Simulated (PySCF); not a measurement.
Species: C₄H₅Cl.
Structure used (PBE0-D3(BJ)/def2-SVP), in Å, numbered top down from 1:
```xyz
10
C4H5Cl angstrom
C      2.016   -0.155    0.139
C      0.747   -0.353   -0.102
C     -0.527   -0.538   -0.348
C     -1.586    0.442    0.033
Cl    -2.758   -0.278    1.192
H      2.476   -0.510    1.068
H      2.657    0.367   -0.579
H     -0.851   -1.451   -0.863
H     -1.157    1.332    0.510
H     -2.177    0.751   -0.841
```

Method used: core-valence-separated Tamm–Dancoff BHandHLYP/aug-pcX-1 (pcseg-1 on H, def2-SVPD on Cl) in PySCF, non-relativistic, gas phase, PBE0-D3(BJ)/def2-SVP geometry. No empirical shift is added; at this level the pattern usually sits a few eV under experiment.

**Question.** List the carbon K-edge absorption lines.

**Answer.** 
```json
{"E (eV)": "283.13", "f": "0.0523", "core hole on": "C1", "main final orbital": "spread", "polarisation": "normal to the local trigonal plane"}
{"E (eV)": "283.14", "f": "0.1342", "core hole on": "C2", "main final orbital": "LUMO/LUMO+1 (2 roots, f summed)", "polarisation": "–"}
{"E (eV)": "283.43", "f": "0.0546", "core hole on": "C3", "main final orbital": "LUMO+1 (38 %)", "polarisation": "normal to the local trigonal plane"}
{"E (eV)": "285.00", "f": "0.0644", "core hole on": "C4", "main final orbital": "spread", "polarisation": "–"}
{"E (eV)": "285.34", "f": "0.0064", "core hole on": "C1", "main final orbital": "LUMO+1 (51 %)", "polarisation": "in the local trigonal plane"}
{"E (eV)": "285.45", "f": "0.0075", "core hole on": "C3", "main final orbital": "LUMO (49 %)", "polarisation": "in the local trigonal plane"}
{"E (eV)": "286.08", "f": "0.0051", "core hole on": "C1", "main final orbital": "LUMO+2 (72 %)", "polarisation": "in the local trigonal plane"}
{"E (eV)": "286.78", "f": "0.0058", "core hole on": "C3", "main final orbital": "LUMO+4 (55 %)", "polarisation": "in the local trigonal plane"}
{"E (eV)": "287.01", "f": "0.0002", "core hole on": "C2", "main final orbital": "LUMO+2 (44 %)", "polarisation": "–"}
{"E (eV)": "287.12", "f": "0.0065", "core hole on": "C3", "main final orbital": "LUMO+3 (36 %)", "polarisation": "mixed"}
{"E (eV)": "287.23", "f": "0.0203", "core hole on": "C1", "main final orbital": "LUMO+6 (30 %)", "polarisation": "in the local trigonal plane"}
{"E (eV)": "287.35", "f": "0.0083", "core hole on": "C4", "main final orbital": "LUMO+1 (34 %)", "polarisation": "–"}
{"E (eV)": "287.45", "f": "0.0049", "core hole on": "C1", "main final orbital": "LUMO+3 (62 %)", "polarisation": "mixed"}
{"E (eV)": "287.52", "f": "0.0055", "core hole on": "C1", "main final orbital": "spread", "polarisation": "mixed"}
{"E (eV)": "287.61", "f": "0.0050", "core hole on": "C3", "main final orbital": "LUMO+2 (30 %)", "polarisation": "mixed"}
{"E (eV)": "287.73", "f": "0.0004", "core hole on": "C3", "main final orbital": "LUMO+3 (37 %)", "polarisation": "–"}
{"E (eV)": "287.83", "f": "0.0277", "core hole on": "C4", "main final orbital": "spread", "polarisation": "–"}
{"E (eV)": "287.87", "f": "0.0012", "core hole on": "C2", "main final orbital": "LUMO+3 (76 %)", "polarisation": "–"}
```

The first line with a tenth or more of the strongest one's intensity is at 283.13 eV (f = 0.052), with the hole on C1 (outer carbon of cumulated double bonds), polarised normal to the local trigonal plane: a 1s→π* resonance. The strongest listed is at 283.14 eV (f = 0.134, sum of 2; C2).

Roots within 0.03 eV whose holes lie on the same, on equivalent or on shared atoms are summed into one line, and the highest roots are left out, as the search may have cut off their partners. Final orbitals are the ground state's empty Kohn–Sham orbitals. A dash: too weak, shared between unlike atoms, or no plane or axis to refer to.

**Question.** What are the wavelength and the wavenumber of the 287.83 eV line?

**Answer.** λ = 12398.42 eV Å/287.83 eV = 43.075 Å; 2.3215 × 10⁶ cm⁻¹.

The ionisation thresholds weren't computed; near and above them a finite basis only mimics Rydberg series and continuum.

One conformer stands for the species.
